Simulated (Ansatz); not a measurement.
## BH2N: structure from calculated spectroscopic constants

These gas-phase data were calculated for one isomer of BH2N at PBE0-D3(BJ)/def2-SVP (harmonic, unscaled wavenumbers; equilibrium rotational constants with average atomic masses):

- rotational constants: 341, 36.11, 32.65 GHz
- all wavenumbers above 1500 cm⁻¹: 3688, 3570, 1535
- dipole moment: 3.83 D (PBE0/def2-TZVPD)

Candidates:

(1) `B=N`, a singlet
(2) `[B]N`, a singlet

Task: Which candidate do the data belong to?

Result: Candidate (2). No mode falls between 2350 and 2900 cm⁻¹, where the B–H stretch of (1) would stand.

The same quantities for all candidates:

```
     rotational constants (GHz)  wavenumbers above 1500 cm⁻¹  dipole (D)  E above the lowest, PBE0-D3(BJ)/def2-SVP (kcal/mol)
(1)                       32.97             3907, 2872, 1868        0.07                                                  0.0
(2)           341, 36.11, 32.65             3688, 3570, 1535        3.83                                                 42.0
```

Harmonic stretches to hydrogen usually lie a few per cent above observed fundamentals. Each candidate is one conformer. Programs: Ansatz 0.2.0.
